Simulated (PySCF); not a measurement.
Gas-phase reaction: 2 (CH₃)₃Si + 3 Si₂H₆ = 6 CH₃SiH₃ + 2 Si

Method: PySCF energies plus ideal-gas RRHO corrections (1 bar). † marks an energy on the PBE0/def2-TZVP geometry and frequencies; other levels use their own. MP2 freezes the core. 6-31G* has spherical d functions here. Open shells (unrestricted): (CH₃)₃Si (multiplicity 2), Si (multiplicity 3, electronic degeneracy 9); the rest are closed-shell singlets. Spin-orbit splitting is ignored; it lowers the true energy and changes the entropy of Si. (CH₃)₃Si: computed as isolated molecules; such fragments, hydroxides, amides, oligomers or adducts are transient or little studied in the gas. MP2 isn't extrapolated to the basis-set limit; its ΔH°(298 K) is 406.0 kJ in def2-SVP and 452.1 kJ in def2-TZVPP. The harmonic model lacks anharmonicity and excited electronic states, which grow with temperature; levels with a mode under 35 cm⁻¹ are left out. Internal rotation in (CH₃)₃Si, Si₂H₆, CH₃SiH₃ is treated as a harmonic vibration of one conformer, which makes the entropy rough.

ΔH° and ΔS° at 298 K: BLYP/def2-TZVP† 425 kJ, 373 J/K; HF/6-31G* 271 kJ, 384 J/K; M06-2X/def2-TZVP† 484 kJ, 373 J/K; MP2/def2-TZVPP† 452 kJ, 373 J/K; PBE/def2-SVP 517 kJ, 367 J/K.

Question: With the heat capacities included, give log10 K (1 bar) at 500, 1400, 1600, 1800, 2500 K from BLYP/def2-TZVP†, HF/6-31G*, M06-2X/def2-TZVP†, MP2/def2-TZVPP†, PBE/def2-SVP.

Answer: 
```
T (K)  BLYP/def2-TZVP†  HF/6-31G*  M06-2X/def2-TZVP†  MP2/def2-TZVPP†  PBE/def2-SVP
-----  ---------------  ---------  -----------------  ---------------  ------------
500              -25.1       -8.4              -31.3            -27.9         -35.1
1400               2.4        8.8                0.2              1.4          -1.4
1600               4.2        9.9                2.2              3.3           0.8
1800               5.6       10.7                3.9              4.8           2.5
2500               8.6       12.5                7.4              8.0           6.3
```
